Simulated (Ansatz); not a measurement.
Abridged output of a molecular run in Ansatz:

```
Functional definition: HF
674 factors; integrals over basis functions are off by at most 1.2e-3 eV
mean field evaluation 1: about -3814.5549 eV, gradient 2.6e1 eV
mean field evaluation 2: about -3814.5579 eV, gradient 2.6e1 eV
mean field evaluation 4: about -3816.1508 eV, gradient 3.3e0 eV
mean field evaluation 8: about -3816.1784 eV, gradient 2.6e-4 eV
mean field -3816.17840994 eV, -140.2419698665 hartree, gradient 2.7e-6 eV, S^2 0.000000; 0 other end points of the search recorded, 0 dependent functions left out
3 core orbitals not correlated: weight in the atoms' cores, before any rotation towards them, 1.000 or more for the frozen orbitals, at most 0.000 for the correlated occupied ones
reference -3816.17840994 eV, -140.2419698665 hartree; 9, 9 occupied and 55, 55 virtual orbitals, 674 factors
second order -11.33161823 eV of doubles, -0.00000000 eV of singles
cycle   1  -11.88691435 eV  change   -5.6e-1 eV  update   8.4e-2
cycle   2  -12.22777452 eV  change   -3.4e-1 eV  update   2.4e-2
cycle   3  -12.31692088 eV  change   -8.9e-2 eV  update   1.5e-2
cycle   4  -12.31090913 eV  change    6.0e-3 eV  update   4.7e-3
cycle   5  -12.31099308 eV  change   -8.4e-5 eV  update   1.7e-3
cycle   6  -12.31087033 eV  change    1.2e-4 eV  update   4.3e-4
cycle   7  -12.31065020 eV  change    2.2e-4 eV  update   1.1e-4
cycle   8  -12.31063750 eV  change    1.3e-5 eV  update   3.2e-5
cycle   9  -12.31063849 eV  change   -9.9e-7 eV  update   7.2e-6
perturbative correction -0.30704262 eV, -0.0112836083 hartree
Total energy: -3828.79609105 eV, -140.7056610948 hartree
```

Its atoms:

Cartesian coordinates in Å:
```
B 0.9696 0.8924 0.2898
O 0.5223 -0.0860 -0.5069
C -0.7189 -0.7270 -0.2918
H 0.3111 1.2571 1.2292
H 2.0339 1.3673 0.0190
H -1.2312 -0.3160 0.5828
H -1.3430 -0.5932 -1.1774
H -0.5439 -1.7945 -0.1447
```

Which basis set was used?
A. cc-pV(Q+d)Z
B. def2-QZVPP
C. def2-SVP
D. def2-SVPD

C. It gives 67 functions.

Write the keys of the input that set method, charge and spin (a neutral closed shell needs none for the last two).


```yaml
correlation: {method: ccsd_t}
```
